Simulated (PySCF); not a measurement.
Compound: disulfur monoxide, S₂O.
Z-matrix (Å and degrees, PBE0-D3(BJ)/def2-SVP geometry), rows numbered from 1:
```
O 
S   1  1.4746
S   2  1.9035  1  117.82
```

Method used: core-valence-separated Tamm–Dancoff BHandHLYP/aug-pcX-1 (def2-SVPD on S) in PySCF, non-relativistic, gas phase, PBE0-D3(BJ)/def2-SVP geometry. Absolute energies from this functional tend to lie a few eV below measured edges; no shift was applied.

(1) Give energies, oscillator strengths and core holes at the O K edge.

Results:

(1) 
```json
{"E (eV)": "527.71", "f": "0.0382", "core hole on": "O1", "main final orbital": "LUMO (95 %)", "polarisation": "out of plane"}
{"E (eV)": "532.32", "f": "0.0362", "core hole on": "O1", "main final orbital": "LUMO+1 (36 %)", "polarisation": "in plane"}
{"E (eV)": "534.21", "f": "0.0123", "core hole on": "O1", "main final orbital": "LUMO+1 (38 %)", "polarisation": "in plane"}
{"E (eV)": "535.25", "f": "0.0097", "core hole on": "O1", "main final orbital": "LUMO+2 (42 %)", "polarisation": "in plane"}
{"E (eV)": "536.43", "f": "0.0023", "core hole on": "O1", "main final orbital": "LUMO+4 (87 %)", "polarisation": "out of plane"}
{"E (eV)": "536.50", "f": "0.0010", "core hole on": "O1", "main final orbital": "LUMO+5 (71 %)", "polarisation": "–"}
{"E (eV)": "536.59", "f": "0.0033", "core hole on": "O1", "main final orbital": "LUMO+6 (42 %)", "polarisation": "in plane"}
```

The first line with a tenth or more of the strongest one's intensity is at 527.71 eV (f = 0.038), with the hole on O1 (oxygen bonded to S), polarised out of plane: a 1s→π* resonance. It is also the strongest listed.

Roots within 0.03 eV whose holes lie on the same, on equivalent or on shared atoms are summed into one line, and the highest roots are left out, as the search may have cut off their partners. Final orbitals are the ground state's empty Kohn–Sham orbitals. A dash: too weak, shared between unlike atoms, or no plane or axis to refer to.

**Question.** What is the summed oscillator strength of the listed O K lines, and their intensity-weighted mean energy?

**Answer.** Σf = 0.103 over 7 lines from 527.71 to 536.59 eV; the weighted mean is 531.38 eV. The strongest line holds 37 % of the sum.

The ionisation thresholds weren't computed; near and above them a finite basis only mimics Rydberg series and continuum.
